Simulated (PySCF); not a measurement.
NH₃.
Numbering: `[NH3:1]` (hydrogens: H2, H3, H4 on N1)

Method: PBE0-D3(BJ)/def2-SVP geometry optimisation, gas phase (PySCF 2.14.0); density fitting, grid level 1; the optimiser is geomeTRIC in internal coordinates, started from a GFN2-xTB structure with every atom displaced at random (about 0.01 Å).

Geometry at step 2:
```
atom  x, y, z in Å
N1     -0.2977   -0.0161   -0.0780
H2      0.3168   -0.0917   -0.9015
H3      0.0504    0.8067    0.3666
H4     -0.0313   -0.7234    0.5799
```

**Question.** Give the atomic forces at this geometry.

**Answer.** 
| atom | Fx (eV/Å) | Fy (eV/Å) | Fz (eV/Å) |
| --- | --- | --- | --- |
| N1 | -0.144 | 0.122 | -1.071 |
| H2 | -0.265 | -0.347 | 0.383 |
| H3 | 0.138 | 1.155 | 0.459 |
| H4 | 0.270 | -0.930 | 0.230 |

The largest, 1.25 eV/Å, acts on H3; the rms over all components is 0.583 eV/Å. The forces sum to zero within rounding, as they must for an isolated molecule in no field.

**Question.** Give the force on H3 in Eh/bohr and in nN.

**Answer.** 1.250 eV/Å ÷ 51.422 = 0.02432 Eh/bohr, and 1.250 eV/Å × 1.602 = 2.00 nN.

**Question.** How far is this geometry from the end of the optimisation?

**Answer.** 0.047 eV above it, and 0.036 Å rms away after alignment. The bonds farthest from their final lengths, with half the difference of the two atoms' forces along the bond (positive lengthens):

| bond | now (Å) | final (Å) | force along bond (eV/Å) |
| --- | --- | --- | --- |
| N1–H3 | 0.998 | 1.020 | +0.82 |
| N1–H4 | 1.002 | 1.020 | +0.85 |
| N1–H2 | 1.030 | 1.020 | -0.60 |

The angle farthest from its final value is H3–N1–H4, 101.3° against 105.3°.

Of the 3 listed bonds off by 0.010 Å or more, this force points towards the final length in 3.

The cost below is that of the whole optimisation. Time: 2.0 s of wall time; peak memory 0.24 GiB. Hardware: one thread of an Arm Neoverse N1, shared host with 64 logical CPUs at a one-minute load of 18.
